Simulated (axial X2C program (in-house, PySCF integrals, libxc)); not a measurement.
Correcting the dissociation energy of SiB for spin–orbit coupling

A spin-free CCSD(T) curve (one-electron X2C) was computed with an in-house relativistic program for diatomic molecules, basis Si dyall-v3z [8s7p2d1f], B dyall-v3z [7s6p2d1f] (cores contracted in-house), for the state M_S = 3/2, Λ = 0 (beyond evenly filled blocks: σα, π+α, π-α). It gives D0 = 3.077 eV to Si + B, which in a spin-free picture are the weighted means of the ground terms.

Correlated methods: 7 electrons correlated (number of frozen shells: Si 2 s, 1 p; B 1 s), 147 virtual spin orbitals or spinors in MP2, 90 natural virtuals in coupled cluster.

Measured levels of the ground terms (NIST Handbook of Basic Atomic Spectroscopic Data), in cm⁻¹: Si 3P: J = 0 at 0, J = 1 at 77.1, J = 2 at 223.2; B 2P: J = 1/2 at 0, J = 3/2 at 15.3.

The molecular state has Λ = 0, so it has no first-order lowering.

Problem. How far does each ground level lie under the (2J+1)-weighted mean of its term?

Solution. Si: (1 × 0 + 3 × 77.1 + 5 × 223.2)/9 = 150 cm⁻¹; B: (2 × 0 + 4 × 15.3)/6 = 10 cm⁻¹.

Problem. Correct D0.

Solution. D0 = 3.077 + (0 − 160)/8065.5 = 3.057 eV at CCSD(T) with these spin–orbit terms.

Second-order spin–orbit effects in the molecule, which grow quickly with Z, are left out. Occupations by symmetry block were frozen at the best pattern of an incomplete PBE0 search. Dissociation energies refer to the lowest single-determinant-based atoms at the same level and basis. Coupled cluster ran in a truncated set of natural virtual spinors; the MP2 energy of the rest was added. (T) has no such correction and the atoms are truncated less, which lowers De at CCSD(T) by a hundredth of an eV or more. Other states lie close and PBE0, whose exact exchange favours high spin, may order them wrongly; the determinant shown need not be the ground state. The nearest other spin-free determinant of the search, M_S = 1/2, Λ = 0, lies 0.32 eV up at the distance of the search.
